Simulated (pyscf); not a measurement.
## Four-centre exchange: H₂B–PH₂ (SMILES BP) + H₂O (SMILES O) → PH₃ (SMILES P) + H₂B–OH (SMILES BO)

Gas phase, singlet surface, charge 0. Bonds broken: P1–B2, O7–H8. Bonds formed: P1–H8, B2–O7. PySCF, gas phase, ωB97X-D3(BJ)/def2-SVP geometries. Correlated levels are frozen-core, on RHF or UHF. ΔMP2 is the change of the MP2 total energy from the triple- to the quadruple-zeta basis.

Transition state (Å):

```xyz
9

P     -1.5083    -0.8362    -0.3741
B     -0.3968     0.8348     0.2661
H     -0.6412    -1.9030    -0.7397
H     -2.0454    -0.5946    -1.6669
H      0.1440     0.4263     1.2708
H     -1.2487     1.6866     0.3476
O      0.5785     1.1051    -0.9088
H     -0.2277     0.0870    -1.0230
H      1.4540     0.7635    -0.6860
```

One imaginary mode, 1320i cm⁻¹; descent along it reached the two sides named, in the forms told below.

```csv
bond,change,reactant side (Å),saddle,product side
P1–B2,breaks,1.953,2.107,3.2
O7–H8,breaks,0.970,1.304,3.2
P1–H8,forms,3.0,1.707,1.423
B2–O7,forms,1.701,1.551,1.353
```

Electronic energies relative to the separated reactants (eV):

| level | barrier | reaction energy | reverse barrier |
|---|---|---|---|
| ωB97X-D3(BJ)/def2-TZVP | 0.50 | -1.19 | 1.69 |
| PBE/def2-TZVP | 0.17 | -1.16 | 1.34 |
| r²SCAN/def2-TZVP | 0.27 | -1.20 | 1.47 |
| B3LYP-D3(BJ)/def2-TZVP | 0.50 | -1.26 | 1.76 |
| PBE0-D3(BJ)/def2-TZVP | 0.28 | -1.16 | 1.45 |
| M06-2X/def2-TZVP | 0.41 | -1.31 | 1.72 |
| ωB97M-D3(BJ)/def2-TZVP | 0.46 | -1.29 | 1.75 |
| HF/def2-TZVP | 1.44 | -1.39 | 2.83 |
| MP2/def2-QZVPP | 0.48 | -1.16 | 1.64 |
| CCSD/def2-TZVPP | 0.75 | -1.22 | 1.97 |
| CCSD(T)/def2-TZVPP | 0.60 | -1.20 | 1.80 |
| CCSD(T)/def2-TZVPP + ΔMP2(QZVPP) | 0.61 | -1.16 | 1.78 |

With CCSD(T)/def2-TZVPP + ΔMP2(QZVPP) energies and thermal terms (ideal gas, 1 atm, RRHO with modes under 100 cm⁻¹ raised to 100, one conformer, R ln 2 for rigid chiral ones), in eV:

```json
[
 {"T (K)": "298", "ΔH‡": "0.57", "ΔG‡": "1.03", "ΔH": "-1.17", "ΔG": "-1.16"},
 {"T (K)": "600", "ΔH‡": "0.56", "ΔG‡": "1.51", "ΔH": "-1.20", "ΔG": "-1.13"},
 {"T (K)": "900", "ΔH‡": "0.58", "ΔG‡": "1.98", "ΔH": "-1.22", "ΔG": "-1.10"},
 {"T (K)": "1200", "ΔH‡": "0.62", "ΔG‡": "2.44", "ΔH": "-1.22", "ΔG": "-1.06"}
]
```

On the reactant side the descent ends in an adduct with a B–O contact, 0.55 eV under the separated species and 1.04 eV under the saddle at ωB97X-D3(BJ)/def2-TZVP. What is counted as formed (B–O) is already present as a longer contact in the reactant adduct; forming that adduct is a step of its own. The products may also form a dative adduct at H₂B–OH; it and routes through it were not searched. This is the saddle that the search found; another between the same sides may lie lower. The CCSD(T) − MP2 part came from Ansatz, without density fitting, on the same reference.
